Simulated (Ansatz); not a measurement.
# BF, triplet in cc-pVDZ: errors against UCCSDT(Q)

Geometry: that of the BF, singlet, kept fixed. The singlet lies 3.7 eV lower here.

```xyz
2

B     0.0000    0.0000    0.0000
F     0.0000    0.0000    1.2631
```

Basis cc-pVDZ; Ansatz 0.2.0. Correlated methods freeze the noble-gas cores, which leaves 10 electrons in 26 orbitals. R marks a restricted (for open shells ROHF) determinant, U an unrestricted one. Active spaces: valence = (10e, 8o) chosen from the atoms' valence shells.

Full CI isn't at hand for all of this; UCCSDT(Q) serves as the reference, and is uncertain by the last step of the cluster series or more. The frozen core follows each run's orbitals, which can shift R against U totals by a few meV.

For open shells CISD is restricted-active-space CI with the open shells as a complete middle space.

```
UHF ⟨S²⟩                          : 2.003
T1 diagnostic (RCCSD)             : 0.0203
largest doubles amplitude (RCCSD) : 0.036
T1 diagnostic (UCCSD)             : 0.0174
```

```csv
level,E − E(UCCSDT(Q)) (kJ/mol),share of correlation (%),wall time
RHF,614.0,0.00,–
UHF,610.7,0.55,–
RMP2,31.1,94.94,–
UMP2,30.1,95.10,–
CISD,36.8,94.01,0.84 s
RCCSD,13.3,97.84,–
UCCSD,13.3,97.84,–
RCCSD(T),2.1,99.66,0.36 s
UCCSD(T),2.1,99.66,0.36 s
BCCD(T),1.9,99.69,0.48 s
RCCSDT,1.1,99.83,–
UCCSDT,1.0,99.83,–
RCCSDT(Q),0.2,99.96,5 s
CASSCF (valence space),455.8,25.76,–
NEVPT2 (valence space),69.8,88.63,1.6 s
MRCISD (valence space),18.7,96.96,–
MRCISD+Q (valence space),2.1,99.66,2.3 s
```

The correlation energy at UCCSDT(Q), counted from RHF, is -6.364 eV. That run took 4.2 s on 1 thread of Arm Neoverse V2, shared host.

Times hold each run's SCF and search for its determinant on a shared host, so for small cases they say little of a method's own cost; they ran on 1 thread of Arm Neoverse V2.

Natural occupations of CASSCF (valence space) about the gap: 1.996 1.982 1.979 1.003 1.001 0.021 0.018; effectively unpaired electrons, Σ n²(2−n)², 2.01.
